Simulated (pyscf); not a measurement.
A first-order saddle from PySCF, ωB97X-D3(BJ)/def2-SVP:

```xyz
13

C      1.0119     1.2624     0.4083
Al    -1.0614     0.6855     0.2905
C     -1.5067    -0.9887    -0.6419
N     -2.1161     1.1939     1.6400
H      1.0878     0.2633     0.8654
H      0.8946     2.1429     1.0430
H      1.2874     1.3792    -0.6401
H     -0.6247    -1.4424    -1.1244
H     -2.2561    -0.8200    -1.4350
H     -1.9329    -1.7367     0.0496
H     -2.0185     2.0412     2.1900
H     -2.9614     0.7048     1.9208
H      2.4828     1.2982     0.7683
```
Charge 0, spin multiplicity 2.

Surface: doublet, charge 0. Lowest wavenumbers (cm⁻¹): 1647i, 4, 94, 116, 151.

Which two sides does it connect, and which bonds change?

`[CH3][Al]([CH3])[NH2]` + `[H]` [doublet] <-> `[CH4]` + `[CH3][Al][NH2]` [doublet], a substitution at C read from left to right: Al–C broken and C–H formed. At ωB97M-D3(BJ)/def2-TZVP it lies +24.7 kcal/mol from the left side and +47.8 kcal/mol from the right (each side as separated species at their lowest minima found). The same reactants have a lower exit, to [H₃C–Al(CH₃)–NH]• + H₂ (barrier +19.0 kcal/mol at ωB97M-D3(BJ), against +24.7 kcal/mol here). This is the saddle that the search found; another between the same sides may lie lower. The angle at the attacked C is 162°.
